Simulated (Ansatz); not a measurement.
# A relaxation, step by step

CH6NO (SMILES [NH3+]CO) (charge +1), closed shell, BHLYP-D4/def2-SVP (Ansatz 0.2.0). Settings:

```yaml
hamiltonian: {xc: {name: BHLYP}, dispersion: d4}
relax: {f_tol: 0.01, max_steps: 80, max_displacement: 0.2}
```

Start (the SMILES describes the start alone):

N1  (-0.423, 0.651, -0.531)
C2  (0.082, -0.451, -0.178)
O3  (0.869, -0.116, 0.962)
H4  (-1.059, 0.455, -1.406)
H5  (0.073, 1.352, -0.700)
H6  (-1.330, 1.014, 0.206)
H7  (0.841, -0.840, -0.662)
H8  (-0.494, -1.320, 0.225)
H9  (1.483, -0.636, 1.512)
(Å)

```json
{"step": "1", "energy less the last (meV)": "3882.6", "largest force component (eV/Å)": "17.512"}
{"step": "2", "energy less the last (meV)": "746.6", "largest force component (eV/Å)": "5.506"}
{"step": "3", "energy less the last (meV)": "240.5", "largest force component (eV/Å)": "1.683"}
{"step": "4", "energy less the last (meV)": "68.0", "largest force component (eV/Å)": "0.819"}
{"step": "5", "energy less the last (meV)": "2.7", "largest force component (eV/Å)": "0.191"}
{"step": "6", "energy less the last (meV)": "0.4", "largest force component (eV/Å)": "0.146"}
{"step": "7", "energy less the last (meV)": "0.0", "largest force component (eV/Å)": "0.032"}
{"step": "8", "energy less the last (meV)": "0.0", "largest force component (eV/Å)": "0.026"}
{"step": "9", "energy less the last (meV)": "0.0", "largest force component (eV/Å)": "0.004"}
```

Step 3, positions (Å) and forces (eV/Å):

```json
{"atom": "N1", "x": "-0.524", "y": "0.604", "z": "-0.525", "Fx": "-1.593", "Fy": "1.683", "Fz": "-0.367"}
{"atom": "C2", "x": "0.198", "y": "-0.521", "z": "-0.035", "Fx": "0.827", "Fy": "-0.592", "Fz": "0.690"}
{"atom": "O3", "x": "0.850", "y": "-0.034", "z": "1.064", "Fx": "0.094", "Fy": "-0.209", "Fz": "0.262"}
{"atom": "H4", "x": "-1.062", "y": "0.364", "z": "-1.350", "Fx": "-0.222", "Fy": "0.071", "Fz": "-0.273"}
{"atom": "H5", "x": "0.079", "y": "1.377", "z": "-0.746", "Fx": "0.595", "Fy": "0.638", "Fz": "-0.224"}
{"atom": "H6", "x": "-1.163", "y": "0.950", "z": "0.189", "Fx": "-0.196", "Fy": "0.117", "Fz": "0.114"}
{"atom": "H7", "x": "0.868", "y": "-0.745", "z": "-0.871", "Fx": "-0.007", "Fy": "-1.028", "Fz": "0.216"}
{"atom": "H8", "x": "-0.624", "y": "-1.220", "z": "0.177", "Fx": "0.811", "Fy": "-0.770", "Fz": "-0.058"}
{"atom": "H9", "x": "1.418", "y": "-0.665", "z": "1.524", "Fx": "-0.310", "Fy": "0.090", "Fz": "-0.361"}
```

Step 6, positions (Å) and forces (eV/Å):

```
atom       x       y       z      Fx      Fy      Fz
  N1  -0.557   0.650  -0.538   0.002  -0.033  -0.018
  C2   0.213  -0.526  -0.024  -0.023   0.146   0.046
  O3   0.847  -0.024   1.071  -0.003  -0.061  -0.034
  H4  -1.104   0.430  -1.372  -0.005   0.024   0.002
  H5   0.081   1.419  -0.758   0.004  -0.027   0.012
  H6  -1.191   0.996   0.187   0.019  -0.022  -0.003
  H7   0.876  -0.846  -0.834   0.019  -0.019  -0.015
  H8  -0.520  -1.311   0.189  -0.002  -0.032   0.010
  H9   1.396  -0.679   1.506  -0.010   0.025  -0.001
```

Step 7, positions (Å) and forces (eV/Å):

```
atom       x       y       z      Fx      Fy      Fz
  N1  -0.558   0.649  -0.539  -0.011   0.006  -0.010
  C2   0.211  -0.525  -0.025   0.007  -0.032  -0.001
  O3   0.846  -0.022   1.069   0.025  -0.015   0.023
  H4  -1.105   0.435  -1.374   0.001   0.004   0.003
  H5   0.084   1.416  -0.754  -0.001   0.000   0.002
  H6  -1.190   0.992   0.189   0.000   0.002  -0.002
  H7   0.876  -0.848  -0.834  -0.013   0.003   0.007
  H8  -0.520  -1.313   0.191   0.009   0.010  -0.009
  H9   1.396  -0.675   1.505  -0.018   0.022  -0.012
```

Last step (9):

```
atom    x (Å)    y (Å)    z (Å)
  N1  -0.5578   0.6486  -0.5389
  C2   0.2113  -0.5254  -0.0252
  O3   0.8475  -0.0217   1.0678
  H4  -1.1045   0.4359  -1.3745
  H5   0.0842   1.4157  -0.7534
  H6  -1.1904   0.9919   0.1883
  H7   0.8750  -0.8487  -0.8345
  H8  -0.5189  -1.3128   0.1910
  H9   1.3949  -0.6746   1.5061
```

The run took about 12 s on 2 CPU threads of an Arm Neoverse V1 (shared host).
